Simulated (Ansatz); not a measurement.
System: fcc Ni. Method: PBEsol (Ansatz, a first-principles code, plane waves, PAW).

Settings: plane-wave cutoff 520 eV, 26×26×26 k mesh, Fermi–Dirac smearing 0.05 eV, spin-polarised with parallel moments, scalar-relativistic PAW data made under PBE.

Response to compression and expansion:

```tsv
V (Å³/atom)	P (GPa)	moment (μB per cell of 1 atoms)
9.758	16.52	0.59
9.965	10.35	0.60
10.173	4.88	0.61
10.381	0.02	0.62
10.588	-4.30	0.63
10.796	-8.14	0.64
11.003	-11.55	0.65
```
